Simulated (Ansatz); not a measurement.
C5H8 can be A, `CC1=CC1C`, or B, `C=CCC=C`.

Calculated with Ansatz (gas phase, PBE0-D4/def2-TZVP geometries, no zero-point term in ΔE). CBS: MP2 limit from def2 TZ/QZ plus the TZ coupled-cluster correction, frozen cores. Functionals use def2-TZVPP. B3LYP here is the variant with VWN-RPA as its local correlation; programs differ in this. Each species was taken in one conformer, which may not be the lowest.

A:

Z-matrix (Å, degrees):
```
C
C 1 1.467
H 1 1.094 2 110.4
H 1 1.094 2 110.4 3 117.8
H 1 1.092 2 111.7 3 -121.1
C 2 1.291 1 151.7 3 121.4
C 2 1.498 1 143.8 3 -60.1
H 6 1.078 2 149.8 1 -0.0
C 7 1.510 2 121.8 1 -71.8
H 7 1.095 2 117.7 1 76.1
H 9 1.095 7 111.5 2 90.4
H 9 1.093 7 110.7 2 -29.9
H 9 1.095 7 111.3 2 -149.9
```

B:

```xyz
13

C    -1.680    1.269    1.074
C    -0.936    0.205    0.810
C     0.489    0.249    0.352
C     0.653   -0.349   -1.012
C     1.384   -1.420   -1.288
H    -1.283    2.275    0.981
H    -2.711    1.175    1.395
H    -1.369   -0.788    0.908
H     0.830    1.290    0.343
H     1.124   -0.297    1.059
H     0.104    0.144   -1.812
H     1.939   -1.941   -0.514
H     1.457   -1.812   -2.296
```

Problem. Which is lower in electronic energy at CCSD(T)/CBS, and by how much? (Estimate.)

Solution. Ansatz gave: B, by 106.7 kJ/mol.

Problem. Give E(B) − E(A) in kJ/mol with CCSD/def2-TZVPP, PBE0-D4, B2PLYP, B3LYP-D4, PBE-D4, ωB97M-V, r2SCAN-D4. (Best estimate.)

Solution. The calculation gave: CCSD/def2-TZVPP -107.9, PBE0-D4 -85.0, B2PLYP -105.5, B3LYP-D4 -108.3, PBE-D4 -86.6, ωB97M-V -98.1, r2SCAN-D4 -93.0. None reverses the order clearly.

Largest T1 diagnostic: 0.011.

In def2-TZVPP, CCSD(T) changes the Hartree–Fock value by +16.8 kJ/mol (the triples alone add +0.5 kJ/mol) and MP2 by +32.5 kJ/mol.
